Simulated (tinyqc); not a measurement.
The basis set: RHF and MP2 along a ladder of basis sets, for H2F+, spin multiplicity 1. Computed by the program tinyqc with PySCF. Same geometry throughout; the dipole is taken about the origin.

Geometry (angstrom):
```
atom,x,y,z
F,0.0000,0.0000,0.0000
H,0.0000,0.7470,0.4770
H,0.0000,-0.7470,0.4770
```

RHF and frozen-core MP2 in a ladder of bases:
```
basis,functions,E(RHF) (hartree),E(MP2 corr) (hartree),HOMO (eV),LUMO (eV),dipole (debye)
sto-3g,7,-98.84402,-0.02609,-29.615,1.803,2.712
3-21g,13,-99.64940,-0.12625,-31.288,-3.199,3.020
6-31g**,24,-100.20623,-0.18028,-31.347,-3.666,2.598
cc-pvdz,24,-100.20925,-0.20303,-31.380,-4.139,2.549
aug-cc-pvdz,41,-100.21744,-0.21300,-31.415,-5.257,2.514
cc-pvtz,58,-100.24934,-0.26656,-31.423,-4.586,2.516
```

Estimate the missing row, basis = 6-31g.

Computed row:
```
basis  functions  E(RHF) (hartree)  E(MP2 corr) (hartree)  HOMO (eV)  LUMO (eV)  dipole (debye)
6-31g         13        -100.15646               -0.12691    -31.494     -4.047           3.038
```

From cc-pVDZ to cc-pVTZ the RHF energy falls by 40.1 mhartree and the correlation energy by 63.5. If valence correlation converges as X^-3, (27 E(T) - 8 E(D))/19 gives -0.2933 hartree, a rough estimate from such small X that usually falls short; STO-3G holds about 9 % of it. Beyond STO-3G the LUMO moves by 2.1 eV and the HOMO by 0.2 eV.
